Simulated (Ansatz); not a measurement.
**A basis-limit estimate, worked out**

The pair of H3O⁺ (SMILES [OH3+], atoms 1–4) and C2H6 (SMILES CC, atoms 5–12), both closed shells, in one local arrangement (a lower one may exist), relaxed at PBE0-D4/def2-TZVP:

```
atom    x (Å)    y (Å)    z (Å)
  O1   0.1428  -0.2019  -2.1700
  H2  -0.0378  -0.3563  -1.1682
  H3  -0.6413   0.0889  -2.6688
  H4   0.5888  -0.9511  -2.6036
  C5   0.2010   0.8113   1.4525
  C6  -0.2027  -0.4334   0.6828
  H7   0.9892   0.5755   2.1675
  H8   0.5720   1.6004   0.7957
  H9  -0.6483   1.2087   2.0082
 H10  -1.0583  -0.2242   0.0124
 H11  -0.5730  -1.2376   1.3214
 H12   0.6678  -0.8804   0.1700
```

Both fragments are computed in the basis of the whole pair.

Program: Ansatz 0.2.0. Basis: def2-TZVPPD and def2-QZVPPD. Cores are frozen in the correlated methods.

Energies in eV:

| quantity | pair | first fragment | second fragment |
| --- | --- | --- | --- |
| Hartree–Fock, triple zeta (X = 3) | -4234.45586 | -2077.31103 | -2156.76284 |
| Hartree–Fock, quadruple zeta (X = 4) | -4234.65713 | -2077.40216 | -2156.87073 |
| MP2 correlation, X = 3 | -17.29379 | -7.00973 | -10.09732 |
| MP2 correlation, X = 4 | -18.41266 | -7.53352 | -10.67818 |
| CCSD(T) correlation, X = 3 | -18.92611 | -7.43145 | -11.31847 |

Task: Work out the interaction energy at the basis limit: extrapolate Hartree–Fock as E(X) = E∞ + A exp(−7.88 √X) and the MP2 correlation as E(X) = E∞ + B X^−2.97 (the exponents that Neese and Valeev fitted for def2-TZVPP and QZVPP, reused here for the diffuse sets), then add CCSD(T) − MP2 in triple zeta.

Result: Each step is linear, so take the differences first (pair − first fragment − second fragment): Hartree–Fock -0.38199 (X = 3) and -0.38424 (X = 4); MP2 correlation -0.18674 and -0.20096; CCSD(T) correlation -0.17619.
Two points give E∞ = E(4) + w [E(4) − E(3)], with w = 1/(exp(7.88 (2 − √3)) − 1) = 0.1377 for Hartree–Fock and w = 1/((4/3)^2.97 − 1) = 0.7407 for the correlation.
Hartree–Fock: -0.38424 + 0.1377 × (-0.00225) = -0.3845 eV.
MP2 correlation: -0.20096 + 0.7407 × (-0.01422) = -0.2115 eV.
CCSD(T) − MP2: -0.17619 − (-0.18674) = 0.0105 eV.
Sum: -0.3845 + (-0.2115) + 0.0105 = -0.5855 eV, or -13.50 kcal/mol. Plain CCSD(T) in triple zeta gives -0.5582 eV, so the larger basis shifts the result by -0.0273 eV.

No T1 diagnostic of these runs exceeds 0.009.

For scale, one of the runs: CCSD(T)/def2-TZVPPD, 267 basis functions, launched by `ansatz run in.yaml --threads 4 --pin off --events-out ev --progress --plain --max-ram 9574MiB`. Hardware: 4 CPU threads of an Intel Xeon Platinum 8259CL, shared host. Wall time 60 s; peak host memory 7 GiB.
